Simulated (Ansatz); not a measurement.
hcp Hf, treated with rVV10 in Ansatz (PAW).

Run with plane-wave cutoff 520 eV, 18×18×12 k mesh (along the axes of the cell as run), Fermi–Dirac smearing 0.05 eV, scalar-relativistic PAW data made under PBE.

Results at a series of volumes:

```json
[
 {"V (Å³/atom)": "21.721", "E − E_lowest (meV/atom)": "13.25", "P (GPa)": "4.84"},
 {"V (Å³/atom)": "22.174", "E − E_lowest (meV/atom)": "3.21", "P (GPa)": "2.31"},
 {"V (Å³/atom)": "22.626", "E − E_lowest (meV/atom)": "0.00", "P (GPa)": "0.00"},
 {"V (Å³/atom)": "23.079", "E − E_lowest (meV/atom)": "3.03", "P (GPa)": "-2.11"},
 {"V (Å³/atom)": "23.531", "E − E_lowest (meV/atom)": "11.76", "P (GPa)": "-4.04"}
]
```

Question: Estimate the bulk modulus from the pressures at 22.174 and 23.079 Å³/atom, and compare it with a fit to all energies.

Answer: B = −V dP/dV. Between V = 22.174 and 23.079 Å³/atom, dP/dV = (-2.11 − (2.31))/(23.079 − 22.174) = -4.88 GPa per Å³/atom; at the midpoint 22.627 Å³/atom this gives B ≈ 111 GPa. The third-order Birch–Murnaghan fit gives V0 = 22.626 Å³/atom, B0 = 110 GPa, B′ = 3.5, which lies within 1 % of that estimate.

Shape and atoms are relaxed at each volume.

Measured, for comparison: bulk modulus 110 GPa (zero-point energy and finite temperature contributions removed; as tabulated in doi:10.1021/acs.jctc.3c00612). Computed (rounded) less measured: bulk modulus 0.0 %.

Note: the bulk modulus comes from volumes at which shape and atoms were relaxed.

Spin–orbit coupling is not included.

Computed values are for the static lattice.

Ansatz is a first-principles code.
